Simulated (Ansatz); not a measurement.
# BH4N: the cost of one run

Program: Ansatz 0.2.0, Gaussian basis. Level of theory: PBE0-D4/def2-TZVP structures, single points in def2-TZVPP, no counterpoise correction. These are calculated values, not measurements.

Levels: SPW92, PBE-D4, BLYP-D4, r2SCAN-D4, B97M-V, PBE0-D4, B3LYP-D4, r2SCAN0-D4, BHLYP-D4, CAM-B3LYP-D4, wB97X-V, wB97M-V, B2PLYP, PBE-QIDH, RPA on PBE, Hartree-Fock, MP2, CCSD, CCSD(T).

Correlated methods freeze the cores. B3LYP uses VWN-RPA correlation. B2PLYP carries no dispersion term here.

94 further runs of the same task are left out: 94 set aside as unsound or not needed.

## 1. The system as given

The complex: 8 atoms, charge 0, spin multiplicity 1.

Atoms are counted from 1 here; the program's logs count them from 0.

Bond lengths: B1–N2 1.394 Å, B1–H3 1.195 Å, B1–H4 1.195 Å, N2–H7 1.008 Å, N2–H8 1.008 Å, H5–Cl6 1.294 Å. Angles: N2–B1–H3 118.7°, N2–B1–H4 118.7°, H3–B1–H4 122.6°, B1–N2–H7 122.9°, B1–N2–H8 122.9°, H7–N2–H8 113.3°.

Coordinates:

```mol
BClH5N
  3D, bonds by distance, orders not assigned

  8  6  0  0  0  0  0  0  0  0999 V2000
   -0.8664   -0.6820    0.4188 B   0  0
   -0.4796    0.6132    0.0783 N   0  0
   -1.3696   -1.3697   -0.4185 H   0  0
   -0.6591   -1.0696    1.5298 H   0  0
    1.4869    0.1227   -0.5578 H   0  0
    2.7056    0.0823   -0.9898 Cl  0  0
   -0.1236    1.2722    0.7522 H   0  0
   -0.6940    1.0311   -0.8130 H   0  0
  1  2  8  0
  1  3  8  0
  1  4  8  0
  2  7  8  0
  2  8  8  0
  5  6  8  0
M  END
```

Its parts: BNH₄ holds atoms 1, 2, 3, 4, 7, 8; HCl holds atoms 5, 6. Each part counts its atoms afresh in its own runs.

## 2. Relaxing BNH₄ alone

Input file relax-a/in.yaml:

```yaml
crystal:
  periodic: [false, false, false]
  atoms:
    - {symbol: B, position_ang: [-0.866390, -0.681995, 0.418842]}
    - {symbol: N, position_ang: [-0.479625, 0.613152, 0.078342]}
    - {symbol: H, position_ang: [-1.369616, -1.369704, -0.418531]}
    - {symbol: H, position_ang: [-0.659149, -1.069556, 1.529805]}
    - {symbol: H, position_ang: [-0.123599, 1.272225, 0.752167]}
    - {symbol: H, position_ang: [-0.693972, 1.031062, -0.813037]}
basis:
  gaussian: {orbitals: def2-TZVP}
hamiltonian: {xc: pbe0, dispersion: d4}
relax: {f_tol: 0.005, max_steps: 200}
```

Run with:

```bash
> ansatz run in.yaml --threads 2 --pin off --events-out ev --progress --plain --max-ram 4352MiB
```

**Question.** How long does this run take on 2 threads of Intel Xeon 6975P-C, shared host?

About 2.9 s.
